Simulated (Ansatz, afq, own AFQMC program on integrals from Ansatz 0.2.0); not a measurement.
AFQMC on a folder of integrals that Ansatz 0.2.0 wrote.

```yaml
crystal:
  periodic: [false, false, false]
  atoms:
    - {symbol: C, position_ang: [0.000000, 0.000000, -1.829867]}
    - {symbol: N, position_ang: [0.000000, 0.000000, -0.654567]}
    - {symbol: Ga, position_ang: [0.000000, 0.000000, 2.484433]}
basis:
  gaussian: {orbitals: cc-pVDZ}
magnetization: {spin_polarized: false}
correlation: {method: ccsd_t, electrons: outside_noble_gas, hamiltonian_folder: ham}
```

```sh
$ ansatz run in.yaml --threads 1 --pin off --events-out ev --progress --plain --max-ram 1382MiB
```

afq runs on the folder ham with

```
--method phaseless --trial cisd --walkers 60 --populations 1 --least-time 40 --time-step 0.005 --steps-per-block 50 --equilibration-blocks 40 --max-blocks 300 --target-error 0.00084 --factor-cut 1e-05 --seed 6075 --release-times 0.24,0.51,0.99,1.62,2.4 --release-step 0.03 --release-every 4 --taylor-order 6
```

Times are imaginary, in 1/Eh. The walk had a cap of 1588 s. Filled inner d shells are frozen with the cores.

afq prints:

```
orbitals 39  electrons 6 6  factors 276 of 595
reference energy -2015.46253487 Eh
CCSD correlation -0.32598635 Eh in 14 cycles, weight of the determinant in the CISD state 0.8342
energy of the start -2015.788521 Eh
 block  time / (1/Eh)  mean weight  energy / Eh
     1     0.250  1.0005  -2015.782258
     2     0.500  0.9991  -2015.787466
     3     0.750  0.9980  -2015.788027
     4     1.000  1.0007  -2015.790728
     5     1.250  0.9970  -2015.796977
     8     2.000  1.0007  -2015.797287
    17     4.250  0.9996  -2015.824354
    41    10.250  0.9979  -2015.809868
    65    16.250  1.0004  -2015.801381
    73    18.250  1.0019  -2015.826793
    89    22.250  1.0027  -2015.790823
   113    28.250  0.9992  -2015.797656
   137    34.250  0.9992  -2015.818827
   153    38.250  1.0017  -2015.771618
   161    40.250  1.0004  -2015.807223
   185    46.250  0.9987  -2015.817592
   209    52.250  0.9997  -2015.804968
   233    58.250  0.9989  -2015.797108
   257    64.250  1.0013  -2015.812533
   281    70.250  0.9967  -2015.801556
   305    76.250  1.0003  -2015.793258
   329    82.250  1.0039  -2015.808497
   337    84.250  0.9981  -2015.803380
blocks merged  error / Eh  count
     1  0.000792  300
     2  0.000979  150
     4  0.001191  75
     8  0.001284  37
    16  0.001271  18
    32  0.000795  9
released: time / (1/Eh)  energy / Eh  error  mean overlap
  0.24  -2015.806238  0.001542  0.9944
  0.51  -2015.804713  0.001346  1.0089
  0.99  -2015.808056  0.001738  0.9973
  1.62  -2015.806395  0.002347  1.0271
  2.40  -2015.800593  0.003778  0.9976
energy -2015.804463 +/- 0.001284 Eh
(rows thinned)
```

The run passed its tests (sampling time, drift between the halves within three errors, error under three times the target), which doesn't prove that it has relaxed.

Against this walk (error 34.9 meV) on the same determinant: CCSD(T) 56.2 meV higher (within the noise), CCSDT(Q) 5.0 meV lower (within the noise). The error is statistical and leaves out the bias of the constraint. Released to 1.62 1/Eh the energy moves by -53 ± 73 meV (both errors), within twice the noise.

Cautions: constraint bias not in the error; error above the target (34.9 against 22.9 meV); no relativity below Rb; no spin-orbit coupling; inner d shell frozen; higher spins were not checked; raised T1 diagnostic (T1 0.030, weight of the determinant 0.83, largest double 0.07); the bias of populations of 60 walkers isn't removed.

The walk took 3.3 min on 1 thread of Intel(R) Xeon(R) 6975P-C (Granite Rapids), with other jobs on the host. The log's last line is the phaseless energy.

CCSDT and higher add their correlation energy to the determinant of the CCSD(T) run, since their own runs factorise the integrals more tightly (a shift of under 2 meV). A walk keeps the symmetry of its determinant, which the program's search chose and which needn't be the lowest solution, so a lower state of the same spin and another symmetry isn't excluded.
